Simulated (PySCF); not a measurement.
Bond curve of LiH

Set-up: basis Li pcseg-1, H pcseg-1; no relativity; PySCF 2.14. Energies in eV from Li + H in their ground configurations at the same level. State: ¹Σ⁺ (singlet), closed shell.

All columns are PBE0. A positive dipole means Li(−)H(+).

```
R (Å)  E (eV)  μ (D)  Mulliken charge on Li (basis-dependent)  HOMO (eV)  LUMO (eV)  Mayer bond order  ⟨S²⟩
1.378  -2.056  -5.28                                     0.33      -5.57      -0.85              0.89  0.00
1.442  -2.170  -5.40                                     0.34      -5.54      -0.90              0.88  0.00
1.506  -2.238  -5.53                                     0.35      -5.50      -0.95              0.88  0.00
1.554  -2.264  -5.62                                     0.35      -5.47      -0.99              0.87  0.00
1.602  -2.272  -5.72                                     0.36      -5.44      -1.03              0.87  0.00
1.650  -2.265  -5.82                                     0.36      -5.41      -1.07              0.87  0.00
1.714  -2.236  -5.95                                     0.36      -5.36      -1.12              0.87  0.00
1.794  -2.176  -6.12                                     0.36      -5.30      -1.19              0.87  0.00
1.890  -2.077  -6.32                                     0.37      -5.23      -1.28              0.87  0.00
2.018  -1.915  -6.59                                     0.37      -5.13      -1.39              0.87  0.00
```

A fit through these points gives, at Re = 1.602 Å, μ = -5.72 D and dμ/dR = -2.03 D/Å; the reduced mass is 0.8812 u.

Task: How strong is the fundamental in the double-harmonic approximation, I = 42.26·(dμ/dR)²/μred km/mol?

Result: I = 42.26·(-2.03)²/0.8812 = 198 km/mol at PBE0.
